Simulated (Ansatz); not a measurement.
# What a trial cell of Cl relaxes into

Method: DFT r2SCAN, scalar-relativistic, plane waves, PAW (Ansatz). Cutoff 500 eV, Γ-centred k mesh, Gaussian smearing, no spin polarisation in the final step.

Cl was placed on the diamond structure type (Fd-3m, No. 227), at a guessed volume.

```
CELL_PARAMETERS angstrom
0.00000 3.19117 3.19117
3.19117 0.00000 3.19117
3.19117 3.19117 0.00000
ATOMIC_POSITIONS crystal
Cl 0.50000 0.50000 0.50000
Cl 0.75000 0.75000 0.75000
```

Cell and atoms relax at zero pressure; the relaxation can't lower the symmetry of the start.

Energies count from the standard state of Cl at the same level (the diatomic molecule).

Problem. What does it relax into?

Solution. It keeps Fd-3m (No. 227). The result has the diamond structure. Conventional cell: a = 6.410 Å. Cl is coordinated by 4 Cl at 2.78 Å.

```cif
data_structure
_symmetry_space_group_name_H-M 'Fd-3m:1'
_symmetry_Int_Tables_number 227
_cell_length_a 6.4099
_cell_length_b 6.4099
_cell_length_c 6.4099
_cell_angle_alpha 90.000
_cell_angle_beta 90.000
_cell_angle_gamma 90.000
_cell_volume 263.37
loop_
_atom_site_label
_atom_site_type_symbol
_atom_site_symmetry_multiplicity
_atom_site_Wyckoff_symbol
_atom_site_fract_x
_atom_site_fract_y
_atom_site_fract_z
_atom_site_occupancy
Cl1 Cl 8 b 0.00000 0.00000 0.50000 1
```

Problem. What are its volume, energy, density and gap?

Solution. The volume per atom is 32.92 Å³, the density is 1.79 g/cm³ and the energy over the standard structure is 0.90 eV/atom. The gap on the 16×16×16 mesh is 0 eV (a metal).

The final run used a 16×16×16 mesh on its 2-atom cell and 0.10 eV smearing. For metals, differences of a few meV/atom aren't resolved. A structure relaxed within its symmetry needn't be a true minimum. The steps took of the order of 100 core-seconds in all.